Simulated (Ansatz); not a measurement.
Cartesian coordinates in Å:
```
C 0.2651 0.1213 0.5631
F -0.2651 -0.1213 -0.5631
```

The species carries charge 0 and has multiplicity 2.

List the r2SCAN/def2-TZVPP orbital energies in eV (the Gaussian-basis code of Ansatz). (Estimate.)

Ansatz gave: α occupied: -669.30, -276.98, -35.19, -18.01, -14.00, -13.86, -10.45, -5.02. α empty: -3.74, 2.71, 4.85, 5.95, 6.50, 9.17, 13.04, 15.79. β occupied: -669.16, -276.51, -34.96, -17.45, -13.76, -13.16, -9.39. β empty: -3.31, -1.54, 3.24, 5.75, 7.30, 7.91, 9.90, 13.20. ⟨S²⟩ = 0.756.
